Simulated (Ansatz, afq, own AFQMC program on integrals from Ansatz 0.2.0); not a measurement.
AFQMC on a folder of integrals that Ansatz 0.2.0 wrote.

```yaml
crystal:
  periodic: [false, false, false]
  atoms:
    - {symbol: Si, position_ang: [0.009145, 0.000000, 0.601555]}
    - {symbol: B, position_ang: [0.082475, 0.000000, -1.215039]}
    - {symbol: H, position_ang: [-0.655933, -0.941243, -0.666868]}
    - {symbol: H, position_ang: [-0.655935, 0.941242, -0.666868]}
    - {symbol: H, position_ang: [0.172446, 0.000000, -2.395826]}
basis:
  gaussian: {orbitals: cc-pVDZ}
magnetization: {spin_polarized: false}
correlation: {method: ccsd_t, electrons: outside_noble_gas, hamiltonian_folder: ham}
```

```sh
$ ansatz run in.yaml --threads 1 --pin off --events-out ev --progress --plain --max-ram 1843MiB
```

Options of the walk:

```
--method phaseless --trial mp1 --walkers 40 --populations 1 --least-time 40 --time-step 0.04 --steps-per-block 10 --equilibration-blocks 25 --max-blocks 150 --target-error 0.00076 --factor-cut 0.0001 --seed 6952 --taylor-order 6
```

Times are imaginary, in 1/Eh. The walk had a cap of 262 s.

```
orbitals 41  electrons 5 5  factors 278 of 444
reference energy -315.26679932 Eh
CCSD correlation -0.22404470 Eh in 10 cycles, weight of the determinant in the CISD state 0.8689
energy of the start -315.456841 Eh
 block  time / (1/Eh)  mean weight  energy / Eh
     1     0.400  1.0154  -315.470690
     2     0.800  0.9935  -315.486991
     3     1.200  0.9901  -315.490982
     4     1.600  1.0175  -315.491888
     5     2.000  0.9940  -315.498393
     8     3.200  1.0091  -315.501654
    13     5.200  1.0067  -315.499755
    25    10.000  0.9754  -315.504458
    29    11.600  1.0020  -315.491508
    37    14.800  0.9974  -315.504370
    49    19.600  0.9986  -315.493240
    61    24.400  1.0112  -315.514118
    73    29.200  0.9989  -315.511412
    85    34.000  0.9764  -315.496417
    97    38.800  0.9974  -315.521686
   109    43.600  1.0133  -315.503494
   121    48.400  0.9979  -315.515433
   133    53.200  0.9947  -315.494561
   145    58.000  1.0104  -315.496485
   157    62.800  0.9971  -315.498835
   169    67.600  0.9951  -315.502395
   173    69.200  1.0103  -315.499488
blocks merged  error / Eh  count
     1  0.000599  150
     2  0.000743  75
     4  0.000958  37
     8  0.001072  18
    16  0.001291  9
energy -315.501162 +/- 0.001072 Eh
(rows thinned)
```

(1) Estimate how long the walk took on 1 thread of Arm Neoverse V1 (shared host).

The run passed its tests (sampling time, drift between the halves within three errors, error under three times the target), which doesn't prove that it has relaxed.

Against this walk (error 29.2 meV) on the same determinant: CCSD(T) 49.6 meV higher (within the noise), CCSDT(Q) 6.7 meV higher (within the noise), a separate phaseless walk with a CISD trial and standard settings 5.8 ± 36.3 meV lower (within the noise). The error is statistical and leaves out the bias of the constraint.

Cautions: constraint bias not in the error; error above the target (29.2 against 20.7 meV); the time-step error isn't removed.

Answers

(1) 24 s of wall time.

CCSDT and higher add their correlation energy to the determinant of the CCSD(T) run, since their own runs factorise the integrals more tightly (a shift of under 2 meV). A walk keeps the symmetry of its determinant, which the program's search chose and which needn't be the lowest solution, so a lower state of the same spin and another symmetry isn't excluded.
